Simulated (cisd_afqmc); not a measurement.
Input (AFQMC/CISD/aug-cc-pV(D+d)Z; cisd_afqmc is a phaseless AFQMC code with CISD trial states that reads the integrals written by Ansatz): A basis named .json is the Basis Set Exchange file of that set.

Ansatz 0.2 input:
```python
import cisd_afqmc

open("ham.yaml", "w").write("""\
crystal:
  periodic: [false, false, false]
  atoms:
    - {symbol: C, position_ang: [0.00000000, -0.00000015, -1.12588608]}
    - {symbol: Cl, position_ang: [-0.00000000, 0.00000009, 0.65682992]}
    - {symbol: H, position_ang: [-0.00000000, 1.02799294, -1.47026421]}
    - {symbol: H, position_ang: [0.89026817, -0.51399676, -1.47026401]}
    - {symbol: H, position_ang: [-0.89026817, -0.51399676, -1.47026401]}
basis:
  gaussian:
    orbitals: aug-cc-pV_D+d_Z.json
magnetization: {spin_polarized: false}
correlation: {method: ccsd, electrons: outside_noble_gas, hamiltonian_folder: ham}
""")
rep = cisd_afqmc.ansatz("ham.yaml")
e_ccsd = rep["correlation"]["coupled_cluster"]["energy"]["hartree"]
out = cisd_afqmc.run("ham", e_ccsd, trial="CISD", walkers=100, populations=8, threads=8, dt=0.005, steps=40, early=24, settle=10, least=32,
    cut=5e-5, rank_cut=2e-4, target=0.0004, seconds=1500, seed=1, memory=17280, gpu=False)
```

Output:

```
orbitals 76, occupied [7], factors 476 of 789, rank of the doubles 170 of 483
E(HF) = -499.124068
E(CCSD) on the cut factors = -499.461487, shift to the whole factors -0.000012
Energy of the trial state on the determinant = -499.461455
  tau behind 7.2 of longer steps, mean of the populations' last blocks
   2.0  -499.47349
   4.0  -499.47399
   6.0  -499.47289
   8.0  -499.47294
blocks 261 (0 outliers left out), error by blocks joined: 1: 0.00024, 2: 0.00028, 4: 0.00035, 8: 0.00036, 16: 0.00032
E(AFQMC/CISD) = -499.47303 +/- 0.00036
```
